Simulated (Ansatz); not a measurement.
Working through a comparison of dispersion corrections of C4H7 (charge +1), SMILES C=C[CH+]C

Program: the Ansatz DFT code, driven from Python.

Typed at the interpreter:
```pycon
>>> import ansatz
>>> geometry_ang = [
...     ('C', (1.5755, 0.4697, 0.3919)),
...     ('C', (0.9813, -0.5196, -0.2837)),
...     ('C', (-0.4386, -0.6751, -0.4629)),
...     ('C', (-1.4502, 0.2653, 0.0926)),
...     ('H', (1.0189, 1.2639, 0.8774)),
...     ('H', (2.6576, 0.5045, 0.474)),
...     ('H', (1.602, -1.2852, -0.747)),
...     ('H', (-0.7816, -1.5302, -1.0374)),
...     ('H', (-1.313, 1.2734, -0.3102)),
...     ('H', (-1.3952, 0.3018, 1.1848)),
...     ('H', (-2.4566, -0.0684, -0.1796)),
... ]
>>> molecule = ansatz.Crystal.molecule()
>>> for symbol, xyz in geometry_ang:
...     molecule = molecule.atom(symbol, xyz)
...
>>> base = molecule.calculation().basis(gaussian='def2-SVP').charge(1)
>>> for name in ['r2scan', 'revpbe']:
...     for correction in ('d3bj', 'd4'):
...         r = base.functional(name, dispersion=correction).run().report
...         print(f'{name:8s} {correction:5s} total {r["free_energy_ev"]:.5f} eV, of which dispersion {1000 * r["dispersion"]["energy"]["ev"]:.2f} meV')
...
DeckWarning: the engine holds no damping parameters fitted to this dispersion correction and functional, so the run takes those fitted to r2scan beside the three-body term, which d3bj leaves out (hamiltonian.dispersion, under Limitations)
r2scan   d3bj  total -4247.05949 eV, of which dispersion -53.65 meV
r2scan   d4    total -4247.04215 eV, of which dispersion -36.31 meV
revpbe   d3bj  total -4249.27357 eV, of which dispersion -512.05 meV
revpbe   d4    total -4249.27977 eV, of which dispersion -518.24 meV
```

Total energies depend on the basis set; only differences at equal settings carry meaning. Warnings are shown shortened and without file and line. The geometry is a force-field or estimated start, not a minimum of this method, and the basis set is short of its limit. D4 holds the three-body term, and d3bj doesn't. A dispersion term here runs with damping parameters fitted for another variant or functional. Run time: 12 s on 1 thread of Arm Neoverse V1 (shared host), peak memory 0.19 GiB.
